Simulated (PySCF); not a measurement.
methanethial: bond dissociation enthalpies at several levels

Structure: `C=S` (CH2S). Non-hydrogen atoms are numbered in `[CH2:1]=[S:2]`.

All levels share the PBE0-D3(BJ)/def2-SVP structures and the PBE0-D3(BJ)/def2-SVP thermal terms; only the single-point energies (PySCF) change. Values are bond dissociation enthalpies (298 K, kJ/mol).

| level | C1–H | time |
| --- | --- | --- |
| HF/jun-cc-pV(T+d)Z | 295 | 1.6 s |
| B3LYP-D3(BJ)/def2-TZVP | 378 | – |
| CCSD(T)/jun-cc-pV(T+d)Z | 384 | 75 s |
| MP2/jun-cc-pV(T+d)Z | 415 | 5.4 s |

Times are wall times for all single points of a level on 1 thread of AMD EPYC 7B13, a shared host; the dash marks the run that also made the structures.

Hartree-Fock leaves out electron correlation, so its bond energies come out too low, often by 100 kJ/mol or more.

The spread: 120 kJ/mol, from 295 to 415.

---

**Level of theory and bond dissociation enthalpies: `BN` (BH4N)**

Non-hydrogen atoms are numbered in `[BH2:1][NH2:2]`.

All levels share the PBE0-D3(BJ)/def2-SVP structures and the PBE0-D3(BJ)/def2-SVP thermal terms; only the single-point energies (PySCF) change. Values are bond dissociation enthalpies (298 K, kJ/mol).

```
               level  B1–H  N2–H  B1–N2    time
     HF/ma-def2-TZVP   346   366    446  0.99 s
    MP2/ma-def2-TZVP   423   477    604   3.1 s
    M06-2X/def2-TZVP   433   472    599       –
CCSD(T)/ma-def2-TZVP   433   460    582    61 s
```

Times are wall times for all single points of a level on 1 thread of INTEL XEON PLATINUM 8581C @ 2.10GHz, a shared host; the dash marks the run that also made the structures.

Hartree-Fock leaves out electron correlation, so its bond energies come out too low, often by 100 kJ/mol or more.

The widest spread is that of B1–N2: 159 kJ/mol, from 446 to 604.

Differences come from unrounded values, so a last digit can differ from that of the printed terms.

---

# Level of theory and bond dissociation enthalpies: hydrogen fluoride

Structure: `F` (HF). Atom numbers as in the mapped SMILES `[FH:1]`.

All levels share the PBE0-D3(BJ)/def2-SVP structures and the PBE0-D3(BJ)/def2-SVP thermal terms; only the single-point energies (PySCF) change. Values are bond dissociation enthalpies (298 K, kJ/mol).

```csv
level,F1–H,abs. error,time
HF/aug-cc-pVTZ,384,186.3,0.27 s
PBE0-D3(BJ)/def2-TZVP,543,27.5,–
CCSD(T)/aug-cc-pVTZ,562,8.6,4.1 s
MP2/aug-cc-pVTZ,580,9.9,0.52 s
ATcT 1.112,570,,
```

Times are wall times for all single points of a level on 1 thread of Arm Neoverse V2, a shared host; the dash marks the run that also made the structures.

Hartree-Fock leaves out electron correlation, so its bond energies come out too low, often by 100 kJ/mol or more.

The spread: 196 kJ/mol, from 384 to 580.
